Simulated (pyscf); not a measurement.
# Four-centre exchange: F–C(F)(F)–SiH₂–O–SiH₃ + HF → F–SiH₂–C(F)(F)–F + HO–SiH₃

Gas phase, singlet surface, charge 0. Bonds broken: Si5–O6, F13–H14. Bonds formed: Si5–F13, O6–H14. Optimised with ωB97X-D3(BJ)/def2-SVP in PySCF.

Transition state (Å):

```xyz
14

F     -1.0209    -1.4750     0.5523
C     -1.6625    -0.7819    -0.4367
F     -2.1951    -1.6988    -1.2658
F     -2.6926    -0.1489     0.1697
Si    -0.4522     0.4231    -1.3768
O      0.1468     1.1289     0.1788
Si     0.2215     0.8499     1.8705
H      0.4166    -0.5908    -2.0163
H     -1.4590     1.1799    -2.1544
H     -1.1557     0.6678     2.3743
H      0.8373     2.0887     2.4112
H      1.0907    -0.3205     2.1349
F      0.8448     1.7862    -1.7577
H      0.7750     1.7547    -0.5353
```

One imaginary mode, 713i cm⁻¹; descent along it reached the two sides named, in the forms told below.

| bond | change | reactant side (Å) | saddle | product side |
|---|---|---|---|---|
| Si5–O6 | breaks | 1.673 | 1.810 | 2.6 |
| F13–H14 | breaks | 0.936 | 1.225 | 2.304 |
| Si5–F13 | forms | 2.8 | 1.920 | 1.632 |
| O6–H14 | forms | 1.785 | 1.139 | 0.964 |

Electronic energies relative to the separated reactants (kcal/mol):

```json
[
 {"level": "ωB97X-D3(BJ)/def2-TZVP", "barrier": "13.1", "reaction energy": "-2.7", "reverse barrier": "15.9"},
 {"level": "PBE/def2-TZVP", "barrier": "9.9", "reaction energy": "-6.6", "reverse barrier": "16.5"},
 {"level": "r²SCAN/def2-TZVP", "barrier": "10.4", "reaction energy": "-5.3", "reverse barrier": "15.8"},
 {"level": "B3LYP-D3(BJ)/def2-TZVP", "barrier": "13.2", "reaction energy": "-4.0", "reverse barrier": "17.2"},
 {"level": "PBE0-D3(BJ)/def2-TZVP", "barrier": "11.7", "reaction energy": "-3.9", "reverse barrier": "15.5"},
 {"level": "M06-2X/def2-TZVP", "barrier": "11.9", "reaction energy": "-3.1", "reverse barrier": "15.1"},
 {"level": "ωB97M-D3(BJ)/def2-TZVP", "barrier": "12.5", "reaction energy": "-4.4", "reverse barrier": "16.9"},
 {"level": "HF/def2-TZVP", "barrier": "30.1", "reaction energy": "-5.1", "reverse barrier": "35.2"}
]
```

With ωB97M-D3(BJ)/def2-TZVP energies and thermal terms (ideal gas, 1 atm, RRHO with modes under 100 cm⁻¹ raised to 100, one conformer, R ln 2 for chiral ones without a mode under 150 cm⁻¹), in kcal/mol:

```csv
T (K),ΔH‡,ΔG‡,ΔH,ΔG
298,11.7,22.9,-4.3,-6.3
600,11.3,34.5,-4.9,-8.1
900,11.5,46.0,-5.3,-9.6
1200,11.9,57.5,-5.7,-11.0
```

On the reactant side the descent ends in a complex, 4.8 kcal/mol under the separated species and 18.0 kcal/mol under the saddle at ωB97X-D3(BJ)/def2-TZVP. On the product side the descent ends in a complex (not fully relaxed), 4.5 kcal/mol under the separated species and 20.4 kcal/mol under the saddle at ωB97X-D3(BJ)/def2-TZVP. F–C(F)(F)–SiH₂–O–SiH₃ lies 40.1 kcal/mol over its isomer F–CH(F)–SiH(F)–O–SiH₃ (electronic energy, ωB97M-D3(BJ)/def2-TZVP). F–SiH₂–C(F)(F)–F lies 92.1 kcal/mol over its isomer F–CH₂–Si(F)(F)–F (electronic energy, ωB97M-D3(BJ)/def2-TZVP). One saddle was located; it need not be the lowest between these sides.
